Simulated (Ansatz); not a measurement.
# CH7NSi (built from SMILES C[SiH2]N): search for a transition state

Is there a first-order saddle for this 1,2-elimination, which should form N2–H4 and break Si1–N2, C3–H4, and which two structures does it connect?

Program: Ansatz 0.2.0, Gaussian basis. Level of theory: PBE0-D4, def2-SVP first, then def2-TZVP. These are calculated values, not measurements.

91 further runs of the same task are left out: 1 that didn't finish, 90 set aside as unsound or not needed.

## Step 1: Starting geometry

The guess: 10 atoms, charge 0, spin multiplicity 1.

Atoms are counted from 1 here; the program's logs count them from 0.

Bond lengths: Si1–C3 1.847 Å, Si1–H5 1.462 Å, Si1–H6 1.460 Å, N2–H7 1.014 Å, N2–H8 1.016 Å, C3–H9 1.085 Å, C3–H10 1.085 Å. Angles: C3–Si1–H5 124.1°, C3–Si1–H6 123.5°, H5–Si1–H6 109.7°, H7–N2–H8 106.2°, Si1–C3–H9 117.1°, Si1–C3–H10 116.7°, H9–C3–H10 108.6°.

As a file:

```
atom    x (Å)    y (Å)    z (Å)
 Si1  -0.9628   0.0335   0.3798
  N2   0.9365   0.9615   0.2117
  C3  -0.0195  -1.1794  -0.6453
  H4   0.9760  -0.2251  -0.4420
  H5  -1.9204   0.9951  -0.1630
  H6  -1.1781  -0.1194   1.8161
  H7   0.9347   1.8102  -0.3428
  H8   1.4213   1.1874   1.0752
  H9   0.1553  -2.1603  -0.2158
 H10  -0.3429  -1.3036  -1.6738
```

Distances that are to change: N2–H4 1.36 Å, Si1–N2 2.12 Å, C3–H4 1.39 Å.

## Step 2: Relaxing the guess with the reacting distances held

The input, hold/in.yaml:

```yaml
crystal:
  periodic: [false, false, false]
  atoms:
    - {symbol: Si, position_ang: [-0.962800, 0.033500, 0.379800]}
    - {symbol: N, position_ang: [0.936500, 0.961500, 0.211700]}
    - {symbol: C, position_ang: [-0.019500, -1.179400, -0.645300]}
    - {symbol: H, position_ang: [0.976000, -0.225100, -0.442000]}
    - {symbol: H, position_ang: [-1.920400, 0.995100, -0.163000]}
    - {symbol: H, position_ang: [-1.178100, -0.119400, 1.816100]}
    - {symbol: H, position_ang: [0.934700, 1.810200, -0.342800]}
    - {symbol: H, position_ang: [1.421300, 1.187400, 1.075200]}
    - {symbol: H, position_ang: [0.155300, -2.160300, -0.215800]}
    - {symbol: H, position_ang: [-0.342900, -1.303600, -1.673800]}
basis:
  gaussian: {orbitals: def2-SVP}
hamiltonian: {xc: pbe0, dispersion: d4}
relax: {f_tol: 0.08, max_steps: 120, escape_saddle: false, constraints: [{distance: [1, 3]}, {distance: [0, 1]}, {distance: [2, 3]}]}
```

Run with:

```console
$ ansatz run in.yaml --threads 2 --pin off --events-out ev --progress --plain --max-ram 4352MiB
```

After this run come: Force constants to start from; Saddle search in the small basis; Saddle search in triple zeta; Checking the order of the point; Relaxing after a step of 0.30 Å one way along the mode; Relaxing after a step of 0.30 Å the other way along the mode.

What does the calculation give? Wanted: imaginary mode; barrier from the start side; barrier from the end side; energy of the step; pairs that change; zero-point energy at the saddle.

**Answer**, as computed:

| quantity | value |
| --- | --- |
| imaginary mode | 1223i cm⁻¹ |
| barrier from the start side | 62.7 kcal/mol |
| barrier from the end side | 7.9 kcal/mol |
| energy of the step | +54.8 kcal/mol |
| pairs that change | N2–H4 formed, Si1–N2 loosened, C3–H4 broken |
| zero-point energy at the saddle | 2.023 eV |

One imaginary mode, 1223i cm⁻¹, makes this a first-order saddle. Going downhill both ways gives the intended start and end. A bond meant to break is only loosened at the end: the products stay bound as an adduct. At PBE0-D4/def2-TZVP the electronic barrier is 62.7 kcal/mol, about 106 kT at 298 K, and the step runs 54.8 kcal/mol uphill. With so stiff a mode tunnelling counts: Wigner's rough correction is a factor of 2.5 at 298 K. A step off the saddle overshot and began above it in energy, so the link to its end is likely but not proven. Lower complexes than these ends may exist.
